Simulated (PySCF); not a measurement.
Diatomics of Cl with the third period

PBE0 with double-zeta basis sets in PySCF, for the lowest determinant that a PBE0 search found; no spin–orbit coupling. De refers to high-spin ground-configuration atoms. A positive dipole means M(−)Cl(+).

```json
{"M": "Na", "basis": "def2-SVP", "state (unpaired electrons)": "singlet (closed shell)", "Re (Å)": "2.338", "ωe (cm⁻¹)": "387", "De (eV)": "4.01", "μ (D)": "-8.22"}
{"M": "Mg", "basis": "def2-SVP", "state (unpaired electrons)": "doublet (σ ↑)", "Re (Å)": "2.231", "ωe (cm⁻¹)": "464", "De (eV)": "3.39", "μ (D)": "-3.23"}
{"M": "Al", "basis": "x2c-SVPall", "state (unpaired electrons)": "singlet (closed shell)", "Re (Å)": "2.147", "ωe (cm⁻¹)": "492", "De (eV)": "5.13", "μ (D)": "-1.27"}
{"M": "Si", "basis": "def2-SVPD", "state (unpaired electrons)": "doublet (π ↑)", "Re (Å)": "2.101", "ωe (cm⁻¹)": "518", "De (eV)": "4.36", "μ (D)": "-1.05"}
{"M": "Cl", "basis": "cc-pV(D+d)Z", "state (unpaired electrons)": "singlet (closed shell)", "Re (Å)": "1.997", "ωe (cm⁻¹)": "561", "De (eV)": "2.38", "μ (D)": "n/a"}
```

The shortest bond is that of Cl2 (1.997 Å), the longest that of NaCl (2.338 Å). AlCl is bound most strongly (5.13 eV) and Cl2 least (2.38 eV).

The rows differ in basis set, which adds steps of its own.

The state changes along the series, so neighbouring rows are not always alike in their bonding.

States were picked by a PBE0 search and need not be the measured ground states.
